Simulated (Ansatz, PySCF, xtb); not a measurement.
Bonds broken one at a time in the series Al Br-SH. Gas-phase values, no solvent. One relaxed conformer stands for each flexible species; it need not be the lowest. Strings in code marks are SMILES.

Quantity: homolytic bond dissociation enthalpy at 298 K (no spin–orbit term), in eV. Thermal and zero-point terms are GFN2-xTB rigid-rotor harmonic values (xtb).

Level 1: frozen-core CCSD(T)/cc-pVTZ // r2SCAN-D4/def2-TZVP (Ansatz, an electronic-structure program)
Level 2: PBE-D3(BJ)/def2-TZVP // r2SCAN-D4/def2-TZVP (PySCF)
Level 3: frozen-core MP2/cc-pVTZ // r2SCAN-D4/def2-TZVP (Ansatz)
Level 4: PBE/6-31G* // r2SCAN-D4/def2-TZVP (PySCF)

| species | level 2 | level 3 | level 4 |
|---|---|---|---|
| S–Al bond of `[SH][Al]([SH])[Br]` (H–S–Al–Br torsion -180°, Br–Al–S–H torsion -180°), giving `[SH]` and `[SH][Al][Br]` (H–S–Al–Br torsion 0°) | 3.92 | 4.07 | 3.77 |
| Al–Br bond of `[SH][Al]([Br])[Br]` (H–S–Al–Br torsion 180°), giving `[Br]` and `[SH][Al][Br]` (H–S–Al–Br torsion 0°) | 4.34 | 4.57 | 4.25 |
| S–Al bond of `[SH][Al]([Br])[Br]` (H–S–Al–Br torsion 180°), giving `[Br][Al][Br]` and `[SH]` | 3.91 | 4.07 | 3.76 |

**Question.** What does level 1 give for each?

**Answer.** 
- S–Al bond of `[SH][Al]([SH])[Br]` (H–S–Al–Br torsion -180°, Br–Al–S–H torsion -180°), giving `[SH]` and `[SH][Al][Br]` (H–S–Al–Br torsion 0°): 3.92
- Al–Br bond of `[SH][Al]([Br])[Br]` (H–S–Al–Br torsion 180°), giving `[Br]` and `[SH][Al][Br]` (H–S–Al–Br torsion 0°): 4.39
- S–Al bond of `[SH][Al]([Br])[Br]` (H–S–Al–Br torsion 180°), giving `[Br][Al][Br]` and `[SH]`: 3.90
